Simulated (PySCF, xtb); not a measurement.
AlH2NO: where a starting geometry ends

The starting geometry of this gas-phase triplet was built from a drawn formula by distance geometry and a force field; its bonds are those of `N[O][Al]`.

```xyz
5

Al   -3.9631   -3.6507   -1.2446
N    -2.0993   -1.8791   -1.2290
O    -2.5032   -2.8998   -0.4292
H    -1.1327   -2.0459   -1.4580
H    -2.0965   -1.0208   -0.6860
```

Problem. Where would you expect an optimisation with r2SCAN-D4/def2-SVP to take it?

Solution. It keeps its bonds, and is `N[O][Al]`.

The energy falls by 0.19 eV over 10 steps:

```
step  E − E(last) (eV)
   1             0.188
   2             0.028
   3             0.004
   4             0.001
   5             0.001
   6             0.000
   7             0.000
   8             0.000
   9             0.000
  10             0.000
```

Final geometry (Å):

```xyz
5

Al   -4.0257   -3.7001   -1.2557
N    -2.0483   -1.7458   -1.3423
O    -2.6014   -2.8276   -0.6239
H    -1.0642   -1.9962   -1.4819
H    -2.0561   -0.9595   -0.6850
```

From the same start GFN2-xTB ends elsewhere, in pieces: AlO + H2N.

The end wasn't checked by frequencies. Open shells are spin-unrestricted. The triplet needn't be the ground state. Run with PySCF 2.14.0, 47 s on 2 threads of Intel(R) Xeon(R) Platinum 8488C (Sapphire Rapids), on a shared host.
